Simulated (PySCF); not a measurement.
Rock-salt LiCl: correlation energy from several methods in one and the same small orbital space (PySCF; 2 atoms at the zone centre, 8 electrons in 26 orbitals, empty ones MP2 natural orbitals of a DZ basis, lattice constant set to 6.68187 Å). Its volume lies 120 % above that of the crystal's usual cell. It tests the methods against each other and lies far from the crystal's limit.

| method | E_corr (eV per atom) | share of full CI (%) | error (meV) |
|---|---|---|---|
| MP2 | -1.6426 | 85.9 | 270 |
| CCSD | -1.8845 | 98.5 | 28 |
| CCSD(T) | -1.9065 | 99.7 | 6 |
| CCSDT | -1.9099 | 99.9 | 2 |
| CCSDT(Q) | -1.9121 | 100.0 | 0 |
| full CI | -1.9124 | 100.0 | 0 |

The Hartree–Fock determinant has a weight of 0.94 in the full CI state.

MP2, (T) and (Q) use filled levels shifted down by the Madelung term, which in so small a cell is a large part of the gap, so these rows hang on it.
